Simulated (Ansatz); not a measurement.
# Rock-salt HfN: properties by level of theory

Reference values: lattice constant a 4.524 Å (measured, room temperature, not corrected to a static lattice; as tabulated in Seo, Lee, Wen, Petrov, Greene, Gall, J. Appl. Phys. 96, 878 (2004)); bulk modulus 260 GPa (measured, room temperature, no zero-point or thermal correction, our sources range from 260 to 306; as tabulated in Synthesis of Binary Transition Metal Nitrides, Carbides and Borides from the …).

| level (code) | lattice parameter a (Å) | bulk modulus B0 (GPa) |
|---|---|---|
| PBE (Ansatz) | 4.547 | 263 |
| PBE+SOC (Ansatz) | 4.545 | 263 |
| PBEsol (Ansatz) | 4.501 | 284 |
| HSE06 (Ansatz) | 4.521 | 285 |
| Hartree–Fock (Ansatz) | 4.581 | 287 |

Ansatz's density-functional and Hartree–Fock values are scalar-relativistic unless marked +SOC, with PAW data made under PBE.

Ansatz is a program for electronic structure.
